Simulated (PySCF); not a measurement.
Compound: 2-methyl-2-butene, C5H10.
Geometry (GFN2-xTB, Å), atoms numbered from 1 in this order:
```
atom  x, y, z in Å
C1     2.055   -0.369   -0.341
C2     0.792    0.409   -0.520
C3    -0.406    0.169   -0.002
C4    -0.754   -0.975    0.905
C5    -1.569    1.072   -0.298
H6     2.417   -0.712   -1.310
H7     1.927   -1.232    0.305
H8     2.826    0.273    0.088
H9     0.905    1.275   -1.162
H10   -1.542   -1.578    0.453
H11   -1.133   -0.593    1.852
H12    0.095   -1.619    1.110
H13   -1.280    1.888   -0.954
H14   -2.372    0.510   -0.775
H15   -1.966    1.492    0.626
```

The closed-shell ground state was solved at several levels (PySCF, density fitting, gas phase, non-relativistic).

```
        level  basis functions  HOMO (eV)  LUMO (eV)  gap (eV)  dipole (D)
  B3LYP/pcJ-1              235      -6.44       0.73      7.17        0.18
PBE0/pcSseg-1              135      -6.65       0.97      7.62        0.21
```

Q: Estimate the row for CAM-B3LYP/def2-SVPD, a basis of 180 functions; the other rows only guide the guess.

A: HOMO -7.97 eV, LUMO 1.38 eV, gap 9.35 eV, dipole 0.20 D.

Q: Over all these levels, which gives the widest orbital gap and which the narrowest?

A: CAM-B3LYP/def2-SVPD (range-separated hybrid) has the widest, 9.35 eV, and B3LYP/pcJ-1 (global hybrid, 20 % exact exchange) the narrowest, 7.17 eV. Functional and basis both differ between the two, so the spread mixes both effects.

Q: How far do the dipole and the HOMO energy spread over the levels?

A: The dipole runs from 0.18 to 0.21 D (mean 0.20 D) and the HOMO from -7.97 to -6.44 eV.
